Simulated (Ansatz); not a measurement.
Mulliken charges of H$_{6}$N$_{2}$Si (`N[SiH2]N`) from PBE/def2-TZVPP in Ansatz (PBE0-D4/def2-TZVP geometry).

```tsv
atom	x (Å)	y (Å)	z (Å)	charge (e)
N1	-0.396	1.405	0.004	-0.393
Si2	-0.004	-0.178	0.521	0.416
N3	0.402	-1.114	-0.852	-0.393
H4	-1.135	1.576	-0.657	0.149
H5	-0.237	2.193	0.607	0.146
H6	-1.089	-0.971	1.171	-0.110
H7	1.068	0.045	1.536	-0.110
H8	1.151	-0.848	-1.469	0.149
H9	0.238	-2.107	-0.861	0.146
```

Task: By hand: the dipole of these point charges (1 e Å = 4.8032 D).

Result: Σ q r = (0.001, 0.034, -0.102) e Å, of length 0.108 e Å = 0.52 D.

Task: How does the dipole of the full density compare? (An estimate is asked.)

Result: Computed: (0.001, 0.056, -0.163) e Å, 0.83 D; the point charges give 0.63 times that, at 1° from its direction.

Point charges leave out the atoms' own dipoles, such as those of lone pairs, and Mulliken's split depends on the basis, so the two needn't agree.
